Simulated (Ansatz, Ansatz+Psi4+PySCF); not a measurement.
```yaml
atoms:
  - { symbol: Si, position_ang: [0.0000, 0.0000, 0.1313] }
  - { symbol: H, position_ang: [0.0000, 1.0969, -0.9189] }
  - { symbol: H, position_ang: [0.0000, -1.0969, -0.9189] }
```

Basis set: cc-pVTZ on H; cc-pV(T+d)Z on Si (spherical functions). Frozen core: 5 orbitals. Charge 0, multiplicity 1.

Computed with Ansatz (development build ahead of 0.2.0); each method stands on the lowest determinant of its kind that the runs found. Restricted open shells among the atoms or ions are ROHF, correlated in semicanonical orbitals with singles.

The atomization energy at this shape (free ground-state atoms in the same class of orbitals less the molecule, no zero-point energy) of singlet SiH2:

| method | atomization energy |
| --- | --- |
| RHF-MP2 | 600.7 kJ/mol |

(1) What does RHF-CCSD(T) give?

Results:

(1) 628.3 kJ/mol. Caution: unrestricted orbitals would lower the determinant.
